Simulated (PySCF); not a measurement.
**Broadened absorption spectrum of carbonyl sulfide**

Carbonyl sulfide, COS.
Geometry (GFN2-xTB, Å), atoms numbered from 1 in this order:
```
atom  x, y, z in Å
O1    -1.2521    0.3281   -0.0065
C2    -0.1217    0.0956   -0.0044
S3     1.3853   -0.2143   -0.0016
```

Computed with TDDFT PBE0/def2-SVPD, vertical, gas phase, core orbitals frozen in the response (PySCF 2.14.0, density-fitted response routines).

Broadening: Gaussians 0.25 eV wide at half height, area fixed by f = 4.319×10⁻⁹ ∫ε dν̃. The width is an assumption, not a result. The curve ends short of the highest state used, and states not computed would add to its high-energy end.

```
E (eV)  ε (L mol⁻¹ cm⁻¹)
  5.39                 0
  5.50                 0
  5.62                 0
  5.73                 0
  5.85                 0
  5.97                 0
  6.08                 0
  6.20                 0
  6.31                 0
  6.43                 0
  6.55                 0
  6.66                 0
  6.78                 0
  6.90                 0
  7.01                 0
  7.13                 0
  7.24                 0
  7.36                 2
  7.48               133
  7.59              1727
  7.71              8302
  7.83             11127
  7.94              4737
  8.06               548
```

(1) Where are the band maxima, and which computed states make them?

(2) Coming from long wavelengths, where does ε first pass 100 L mol⁻¹ cm⁻¹?

## Answers

(1) 159 nm (7.80 eV), ε about 12000, made up of S4 (50%) and S5 (50%) (ε in L mol⁻¹ cm⁻¹; maxima over ε = 5, shares over 10%). The states used: S1 5.76 eV (f 0.0000); S2 6.03 eV (f 0.0000); S3 6.03 eV (f 0.0000); S4 7.80 eV (f 0.054); S5 7.80 eV (f 0.054); S6 8.65 eV (f 0.685); S7 8.66 eV (f 0.0042); S8 8.66 eV (f 0.0042).

(2) At about 166 nm (7.47 eV), 1.71 eV above S1.

The run took 1.7 s on one thread of an Arm Neoverse V1, on a shared host.
